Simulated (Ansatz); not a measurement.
CH7NSi (`C[SiH2]N`), relaxed with RKS PBE-D4/def2-SVP in Ansatz from a rough embedded geometry. The force threshold is 0.03 eV/Å; the program also tests the step.

Total charge 0; spin multiplicity 1.

Start:

```xyz
10

C     0.295   -0.010   -1.200
Si    0.203   -0.577    0.480
N    -0.648    0.520    1.410
H     0.861   -0.659   -1.826
H     0.822    0.971   -1.334
H    -0.701    0.137   -1.709
H     1.551   -0.673    1.092
H    -0.508   -1.827    0.592
H    -0.254    1.459    1.415
H    -1.621    0.659    1.081
```

Q: How much energy does the relaxation release, and in how many steps? (An estimate is asked.)

A: Ansatz gave: 0.47 eV, in 4 steps.

Q: Which bonds change most? (An estimate is asked.)

A: Ansatz gave: C1–Si2 from 1.775 to 1.896 Å; Si2–N3 from 1.671 to 1.750 Å; Si2–H8 from 1.443 to 1.507 Å; C1–H4 from 1.064 to 1.110 Å.

Q: Give the relaxed structure. (Estimate.)

A: The calculation gave: 
```xyz
10

C     0.358   -0.027   -1.359
Si    0.179   -0.512    0.465
N    -0.714    0.589    1.490
H     0.938   -0.788   -1.922
H     0.883    0.945   -1.461
H    -0.636    0.071   -1.843
H     1.557   -0.636    1.063
H    -0.532   -1.839    0.540
H    -0.311    1.509    1.687
H    -1.722    0.686    1.339
```
